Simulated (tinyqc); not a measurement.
Inside a calculation. Method: extended Hueckel theory, for LiH. One step of it, computed by the program tinyqc.

Task: Mulliken analysis. P = C n C^T; charge = valence electrons (H 1, Li 1) minus the sum of (P S)_ii on the atom; overlap population = 2 sum P_ij S_ij between two atoms.

coefficients:
```
              MO1        MO2        MO3       MO4        MO5
1Li 2s   0.086955   0.879501   0.000000  0.000000   0.656368
1Li 2px  0.000000   0.000000   0.950135  0.311838   0.000000
1Li 2py  0.000000   0.000000  -0.311838  0.950135   0.000000
1Li 2pz  0.068701  -0.482520   0.000000  0.000000   1.064676
2H 1s    0.930892  -0.125906   0.000000  0.000000  -0.837002
```

occupations: 2.000000  0.000000  0.000000  0.000000  0.000000

overlap S:
```
           1Li 2s   1Li 2px   1Li 2py   1Li 2pz     2H 1s
1Li 2s   1.000000  0.000000  0.000000  0.000000  0.365872
1Li 2px  0.000000  1.000000  0.000000  0.000000  0.000000
1Li 2py  0.000000  0.000000  1.000000  0.000000  0.000000
1Li 2pz  0.000000  0.000000  0.000000  1.000000  0.484169
2H 1s    0.365872  0.000000  0.000000  0.484169  1.000000
```

Give: charges; Overlap populations.

Result:

charges: 1Li 0.854, 2H -0.854

Overlap populations:

| pair | value |
|---|---|
| 2-1 | 0.242319 |
